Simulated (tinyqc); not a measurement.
UKS/PBE0 in the sto-3g basis, for H2O+, spin multiplicity 2, step by step. One step of it, computed by the program tinyqc.

Problem. Iteration 1: diagonalisation and new density. Diagonalise F' = X^T F X, C = X C', fill 5 alpha and 4 beta electrons from the bottom; D(s) = C_occ C_occ^T. Each column has its largest component positive (the first on a tie).

F(alpha) (hartree):
```
             1O 1s      1O 2s     1O 2px     1O 2py     1O 2pz      2H 1s      3H 1s
1O 1s   -18.929481  -4.880738   0.000000  -0.001249  -0.013619  -0.420096  -0.370232
1O 2s    -4.880738  -2.217438   0.000000  -0.005882  -0.105553  -0.460827  -0.415297
1O 2px    0.000000   0.000000  -0.410978   0.000000   0.000000   0.000000   0.000000
1O 2py   -0.001249  -0.005882   0.000000  -0.368400  -0.001627  -0.237100   0.217622
1O 2pz   -0.013619  -0.105553   0.000000  -0.001627  -0.342530  -0.182100  -0.167645
2H 1s    -0.420096  -0.460827   0.000000  -0.237100  -0.182100  -0.573683  -0.097841
3H 1s    -0.370232  -0.415297   0.000000   0.217622  -0.167645  -0.097841  -0.567792
```

F(beta) (hartree):
```
             1O 1s      1O 2s     1O 2px     1O 2py     1O 2pz      2H 1s      3H 1s
1O 1s   -18.912259  -4.862640   0.000000  -0.001236  -0.013538  -0.418386  -0.368717
1O 2s    -4.862640  -2.123184   0.000000  -0.005769  -0.104845  -0.448709  -0.404491
1O 2px    0.000000   0.000000  -0.082976   0.000000   0.000000   0.000000   0.000000
1O 2py   -0.001236  -0.005769   0.000000  -0.336614  -0.001619  -0.234573   0.215371
1O 2pz   -0.013538  -0.104845   0.000000  -0.001619  -0.310822  -0.180283  -0.166012
2H 1s    -0.418386  -0.448709   0.000000  -0.234573  -0.180283  -0.571294  -0.096314
3H 1s    -0.368717  -0.404491   0.000000   0.215371  -0.166012  -0.096314  -0.565859
```

X:
```
            1O 1s      1O 2s    1O 2px     1O 2py     1O 2pz      2H 1s      3H 1s
1O 1s    1.022665  -0.128208  0.000000  -0.000398  -0.002979   0.013222   0.011968
1O 2s   -0.128208   1.067635  0.000000   0.003617   0.024782  -0.132006  -0.117263
1O 2px   0.000000   0.000000  1.000000   0.000000   0.000000   0.000000   0.000000
1O 2py  -0.000398   0.003617  0.000000   1.029304   0.001810  -0.108012   0.098511
1O 2pz  -0.002979   0.024782  0.000000   0.001810   1.013434  -0.071352  -0.064396
2H 1s    0.013222  -0.132006  0.000000  -0.108012  -0.071352   1.048962  -0.023920
3H 1s    0.011968  -0.117263  0.000000   0.098511  -0.064396  -0.023920   1.040286
```

Give: F' = X^T F X; orbital energies; coefficients C; F' = X^T F X; orbital energies; coefficients C; D(alpha) after iteration 1; D(beta) after iteration 1.

Solution.

F' = X^T F X (alpha) (hartree):
```
          1        2        3        4        5        6        7
1  -18.5716  -2.5450   0.0000  -0.0024  -0.0164  -0.0139  -0.0083
2   -2.5450  -1.3184   0.0000   0.0002  -0.0633  -0.1802  -0.1599
3    0.0000   0.0000  -0.4110   0.0000   0.0000   0.0000   0.0000
4   -0.0024   0.0002   0.0000  -0.3036   0.0022  -0.1710   0.1564
5   -0.0164  -0.0633   0.0000   0.0022  -0.3131  -0.1175  -0.1060
6   -0.0139  -0.1802   0.0000  -0.1710  -0.1175  -0.4646  -0.0247
7   -0.0083  -0.1599   0.0000   0.1564  -0.1060  -0.0247  -0.4785
```

orbital energies (alpha) (hartree): MO1 -18.9394, MO2 -1.0700, MO3 -0.6174, MO4 -0.4758, MO5 -0.4110, MO6 -0.2168, MO7 -0.1306

coefficients C (alpha):
```
            MO1      MO2      MO3      MO4     MO5      MO6      MO7
1O 1s    0.9939  -0.2395  -0.0040  -0.1252  0.0000  -0.0407  -0.0115
1O 2s    0.0253   0.8956   0.0188   0.5731  0.0000   0.2292   0.0642
1O 2px   0.0000   0.0000   0.0000   0.0000  1.0000   0.0000   0.0000
1O 2py   0.0002   0.0088  -0.4929  -0.0235  0.0000  -0.1432   0.9038
1O 2pz   0.0017   0.1425  -0.0007  -0.4700  0.0000   0.8823   0.1315
2H 1s   -0.0037   0.1833  -0.5314  -0.5326  0.0000  -0.3905  -0.6190
3H 1s   -0.0033   0.1654   0.5624  -0.5435  0.0000  -0.5317   0.4345
```

F' = X^T F X (beta) (hartree):
```
          1        2        3        4        5        6        7
1  -18.5568  -2.5399   0.0000  -0.0024  -0.0164  -0.0143  -0.0087
2   -2.5399  -1.2215   0.0000   0.0005  -0.0614  -0.1801  -0.1598
3    0.0000   0.0000  -0.0830   0.0000   0.0000   0.0000   0.0000
4   -0.0024   0.0005   0.0000  -0.2709   0.0023  -0.1718   0.1571
5   -0.0164  -0.0614   0.0000   0.0023  -0.2810  -0.1180  -0.1065
6   -0.0143  -0.1801   0.0000  -0.1718  -0.1180  -0.4640  -0.0245
7   -0.0087  -0.1598   0.0000   0.1571  -0.1065  -0.0245  -0.4780
```

orbital energies (beta) (hartree): MO1 -18.9214, MO2 -0.9952, MO3 -0.6071, MO4 -0.4486, MO5 -0.1920, MO6 -0.1078, MO7 -0.0830

coefficients C (beta):
```
            MO1      MO2      MO3      MO4      MO5      MO6     MO7
1O 1s    0.9941  -0.2300  -0.0036  -0.1402  -0.0404  -0.0119  0.0000
1O 2s    0.0243   0.8552   0.0167   0.6332   0.2250   0.0655  0.0000
1O 2px   0.0000   0.0000   0.0000   0.0000   0.0000   0.0000  1.0000
1O 2py   0.0002   0.0099  -0.4646  -0.0280  -0.1457   0.9181  0.0000
1O 2pz   0.0017   0.1538   0.0013  -0.4323   0.8991   0.1341  0.0000
2H 1s   -0.0035   0.2256  -0.5428  -0.5385  -0.3730  -0.6005  0.0000
3H 1s   -0.0032   0.2038   0.5827  -0.5434  -0.5078   0.4199  0.0000
```

D(alpha) after iteration 1:
```
          1O 1s    1O 2s  1O 2px   1O 2py   1O 2pz    2H 1s    3H 1s
1O 1s    1.0608  -0.2612  0.0000   0.0030   0.0265   0.0213   0.0229
1O 2s   -0.2612   1.1314  0.0000  -0.0148  -0.1417  -0.1512  -0.1529
1O 2px   0.0000   0.0000  1.0000   0.0000   0.0000   0.0000   0.0000
1O 2py   0.0030  -0.0148  0.0000   0.2435   0.0126   0.2760  -0.2630
1O 2pz   0.0265  -0.1417  0.0000   0.0126   0.2412   0.2768   0.2786
2H 1s    0.0213  -0.1512  0.0000   0.2760   0.2768   0.5997   0.0210
3H 1s    0.0229  -0.1529  0.0000  -0.2630   0.2786   0.0210   0.6390
```

D(beta) after iteration 1:
```
          1O 1s    1O 2s  1O 2px   1O 2py   1O 2pz    2H 1s    3H 1s
1O 1s    1.0608  -0.2614  0.0000   0.0035   0.0269   0.0221   0.0241
1O 2s   -0.2614   1.1332  0.0000  -0.0170  -0.1421  -0.1572  -0.1601
1O 2px   0.0000   0.0000  0.0000   0.0000   0.0000   0.0000   0.0000
1O 2py   0.0035  -0.0170  0.0000   0.2168   0.0130   0.2695  -0.2535
1O 2pz   0.0269  -0.1421  0.0000   0.0130   0.2105   0.2668   0.2669
2H 1s    0.0221  -0.1572  0.0000   0.2695   0.2668   0.6355   0.0223
3H 1s    0.0241  -0.1601  0.0000  -0.2535   0.2669   0.0223   0.6764
```
